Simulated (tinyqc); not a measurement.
Extended Hueckel theory, for LiF, step by step. One step of it, computed by the program tinyqc.

Problem. Wolfsberg-Helmholz matrix. H_ij = K' S_ij (H_ii + H_jj)/2 for i != j (the diagonal keeps H_ii), with K' = K + D^2 + D^4 (1 - K), D = (H_ii - H_jj)/(H_ii + H_jj), K = 1.75.

overlap S, lower triangle:
```
            1Li 2s   1Li 2px   1Li 2py    1Li 2pz     2F 2s    2F 2px    2F 2py    2F 2pz
1Li 2s    1.000000
1Li 2px   0.000000  1.000000
1Li 2py   0.000000  0.000000  1.000000
1Li 2pz   0.000000  0.000000  0.000000   1.000000
2F 2s     0.238174  0.000000  0.000000   0.371221  1.000000
2F 2px    0.000000  0.103998  0.000000   0.000000  0.000000  1.000000
2F 2py    0.000000  0.000000  0.103998   0.000000  0.000000  0.000000  1.000000
2F 2pz   -0.071421  0.000000  0.000000  -0.093940  0.000000  0.000000  0.000000  1.000000
```

diagonal H_ii (eV): 1Li 2s -5.400000, 1Li 2px -3.500000, 1Li 2py -3.500000, 1Li 2pz -3.500000, 2F 2s -40.000000, 2F 2px -18.100000, 2F 2py -18.100000, 2F 2pz -18.100000

K = 1.750000

Give: H.

Solution.

H (eV), lower triangle:
```
           1Li 2s  1Li 2px  1Li 2py   1Li 2pz     2F 2s    2F 2px    2F 2py    2F 2pz
1Li 2s    -5.4000
1Li 2px    0.0000  -3.5000
1Li 2py    0.0000   0.0000  -3.5000
1Li 2pz    0.0000   0.0000   0.0000   -3.5000
2F 2s    -11.2338   0.0000   0.0000  -16.8125  -40.0000
2F 2px     0.0000  -2.3029   0.0000    0.0000    0.0000  -18.1000
2F 2py     0.0000   0.0000  -2.3029    0.0000    0.0000    0.0000  -18.1000
2F 2pz     1.6600   0.0000   0.0000    2.0802    0.0000    0.0000    0.0000  -18.1000
```
